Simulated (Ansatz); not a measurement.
## HNC⁺, doublet: reading a ladder of total energies

Geometry: that of the HNC, singlet, kept fixed.

```tsv
atom	x (Å)	y (Å)	z (Å)
N	0.0000	0.0000	0.0555
C	0.0000	0.0000	-1.1080
H	0.0000	0.0000	1.0525
```

Basis 6-31G; Ansatz 0.2.0. Correlated methods freeze the noble-gas cores, which leaves 9 electrons in 18 orbitals. Prefix R: restricted or restricted open-shell reference.

Full CI is exact within this basis and frozen core; it isn't the basis-set limit.

Runs differ by some tens of microhartree through their thresholds and, for an open shell, their frozen cores, so steps under 0.03 kcal/mol mean nothing.

```tsv
level	total energy (hartree)
RHF	-92.404545
RMP2	-92.600757
RCCSD	-92.612525
RCCSD(T)	-92.619541
RCCSDT	-92.620099
RCCSDT(Q)	-92.621197
RCCSDTQ	-92.620977
full CI	-92.621143
```

Question: What is the correlation energy at full CI, and what share of it do RMP2 and RCCSDT recover?

Answer: E(corr) = -92.621143 − (-92.404545) = -0.216598 hartree = -5.894 eV. RMP2: -0.196212 / -0.216598 = 90.59 %. RCCSDT: -0.215554 / -0.216598 = 99.52 %.

Question: By how many kcal/mol does RCCSD(T) miss full CI (1 hartree = 627.509 kcal/mol), and which steps make up the rest?

Answer: -92.619541 − (-92.621143) = 0.001602 hartree = 1.01 kcal/mol. Steps: RCCSDT − RCCSD(T) = -0.35, RCCSDT(Q) − RCCSDT = -0.69, RCCSDTQ − RCCSDT(Q) = 0.14, full CI − RCCSDTQ = -0.10 kcal/mol. Differences between like states or geometries often cancel part of this.
